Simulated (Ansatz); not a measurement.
Eight cases of atomisation energy of first-row species (electronic energies, kJ/mol), geometries: B3LYP-D3(BJ)/def2-TZVP. Functionals by Ansatz (a first-principles code) in def2-TZVPD; columns hold the difference against the high level (Ansatz, AFQMC by cisd_afqmc): A = CCSD(T)/CBS(cc-pVQZ,cc-pV5Z) + [CCSDT(Q) - CCSD(T)]/cc-pVDZ + core + X2C; B = CCSD(T)/CBS(cc-pVQZ,cc-pV5Z) + [CCSDT(Q) - CCSD(T)]/cc-pVQZ + [CCSDTQ - CCSDT(Q)]/cc-pVDZ + core + X2C; C = CCSD(T)/CBS(cc-pVQZ,cc-pV5Z) + [CCSDT(Q) - CCSD(T)]/cc-pVQZ + [FCI - CCSDT(Q)]/cc-pVDZ + core + X2C; D = CCSD(T)/CBS(cc-pVQZ,cc-pV5Z) + [CCSDT(Q) - CCSD(T)]/cc-pVTZ + core + X2C; E = CCSD(T)/CBS(cc-pVTZ,cc-pVQZ) + [CCSDT(Q) - CCSD(T)]/cc-pVDZ + core + X2C. The cases were drawn at random from those of this class that have a high level and all functionals, leaving out states under which another spin lies or may lie. Left out are anions, K, Ca, elements past Kr, ionisation of Li, Na and Mg, pi-pi* triplets of linear molecules and other triplets made from a closed-shell parent. Runs that doubt their state, and full CI more than 15 mEh from coupled cluster, are set aside; a case stays where another high level and all functionals remain. AFQMC serves as high level only in triple zeta or larger, with a steady walk, a bar under 0.8 kcal/mol and agreement with other high levels or trials where they ran; where none ran, an unstable determinant or (outside 3d species) a high T1 diagnostic also bars it, so strongly correlated cases are thinned. No case was kept or dropped by the size of a functional's miss. Each difference is the functional minus the high level; affinities count positive where energy is released, gaps as the second state minus the first. Radicals and triplets start from unrestricted determinants; spin-orbit coupling is neglected. CBS(X,Y): correlation extrapolated as X^-3, Hartree-Fock from the larger set (Q,5: extrapolated as (X+1)exp(-9√X)). A bracket is a step between two methods taken in the basis named. The functionals are non-relativistic, so their misses hold any scalar relativity. Double hybrids freeze cores in their MP2 part. '+ core + X2C': CCSD(T) terms for core correlation (cc-pwCVTZ) and scalar relativity (cc-pVTZ-DK). Full CI freezes restricted core orbitals, also for open shells; the composite that ends in it estimates full CI at the basis-set limit. For partners of very few electrons the exact lower level stands in for a higher one. The restricted determinant of C3H2F2 (FC=C=CF, singlet) is unstable towards broken spin symmetry in at least one set run.

```json
[
 {"case": "NO2 (SMILES [O]N=O, doublet)", "level": "D", "value": "952.9", "PBE": "174.7", "PBE0": "24.8", "B2PLYP": "12.8"},
 {"case": "CH2O (SMILES C=O)", "level": "B", "value": "1565.8", "PBE": "46.9", "PBE0": "-9.5", "B2PLYP": "-15.3"},
 {"case": "C3H6O (SMILES C=CCO)", "level": "E", "value": "4015.0", "PBE": "69.8", "PBE0": "-8.5", "B2PLYP": "-60.1"},
 {"case": "C3H2F2 (1,3-difluoropropa-1,2-diene, SMILES FC=C=CF)", "level": "E", "value": "2984.0", "PBE": "151.5", "PBE0": "29.8", "B2PLYP": "-26.4"},
 {"case": "N2H4 (SMILES NN)", "level": "D", "value": "1833.7", "PBE": "55.3", "PBE0": "-8.1", "B2PLYP": "-22.9"},
 {"case": "C3H3 (SMILES [CH]1C=C1, doublet)", "level": "A", "value": "2404.8", "PBE": "100.0", "PBE0": "45.4", "B2PLYP": "-20.4"},
 {"case": "C3H5N (SMILES [C-]#[N+]CC)", "level": "A", "value": "3717.0", "PBE": "89.7", "PBE0": "8.6", "B2PLYP": "-35.7"},
 {"case": "NH2 (SMILES [NH2], doublet)", "level": "C", "value": "764.0", "PBE": "22.2", "PBE0": "-1.5", "B2PLYP": "-4.9"}
]
```

Over these rows, PBE: mean +88.8, mean absolute 88.8, median absolute 79.8, largest +174.7; PBE0: mean +10.1, mean absolute 17.0, median absolute 9.0, largest +45.4; B2PLYP: mean -21.6, mean absolute 24.8, median absolute 21.7, largest -60.1 kJ/mol. PBE lies above in 8 and below in 0 of the eight.
